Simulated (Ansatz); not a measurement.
in.yaml

```yaml
crystal:
  periodic: [false, false, false]
  atoms:
    - {symbol: B, position_ang: [0.000000, 0.000000, 0.000000]}
    - {symbol: P, position_ang: [0.000000, 0.000000, 1.653900]}
basis:
  gaussian: {orbitals: cc-pVTZ}
magnetization: {spin_polarized: true, initial_magnetization: 0}
correlation: {method: ccsdt_q, electrons: outside_noble_gas}
```

```sh
$ ansatz run in.yaml --threads 2 --pin off --events-out ev --progress --plain --max-ram 24576MiB --backend cuda --devices 0, --max-vram 18GiB
```

The program prints:

```
712 factors; integrals over basis functions are off by at most 1.9e-7 eV
mean field evaluation 1: about -9937.6369 eV, gradient 9.7e0 eV
mean field evaluation 2: about -9937.6443 eV, gradient 9.7e0 eV
mean field evaluation 4: about -9938.5215 eV, gradient 1.5e0 eV
mean field evaluation 8: about -9938.6303 eV, gradient 1.1e-1 eV
mean field evaluation 16: about -9938.8180 eV, gradient 1.3e0 eV
mean field evaluation 32: about -9939.5015 eV, gradient 2.0e0 eV
mean field evaluation 64: about -9939.7060 eV, gradient 7.5e0 eV
mean field evaluation 96: about -9940.4948 eV, gradient 5.3e-2 eV
mean field evaluation 128: about -9940.4949 eV, gradient 2.9e-6 eV
mean field evaluation 160: about -9939.2594 eV, gradient 2.7e-6 eV
...
cycle  13  -7.65048663 eV  change   -1.2e-4 eV  update   7.1e-5
cycle  14  -7.65050091 eV  change   -1.4e-5 eV  update   3.7e-5
cycle  15  -7.65055591 eV  change   -5.5e-5 eV  update   2.2e-5
cycle  16  -7.65056618 eV  change   -1.0e-5 eV  update   9.7e-6
cycle  17  -7.65056483 eV  change    1.3e-6 eV  update   5.2e-6
cycle  18  -7.65056567 eV  change   -8.4e-7 eV  update   2.8e-6
cycle  19  -7.65056927 eV  change   -3.6e-6 eV  update   1.4e-6
cycle  20  -7.65057057 eV  change   -1.3e-6 eV  update   8.8e-7
cycle  21  -7.65057228 eV  change   -1.7e-6 eV  update   5.1e-7
cycle  22  -7.65057283 eV  change   -5.5e-7 eV  update   3.6e-7
perturbative correction -0.07328584 eV, -0.0026932048 hartree
Total energy: -9946.35472475 eV, -365.5217942532 hartree
```

For the same geometry and basis RCCSDTQ lies 13.1 meV higher.

Ran on 2 threads of AMD EPYC 7R13 with a shared H100 80 GB, shared host: 26 s wall, 0.83 GiB peak host memory.
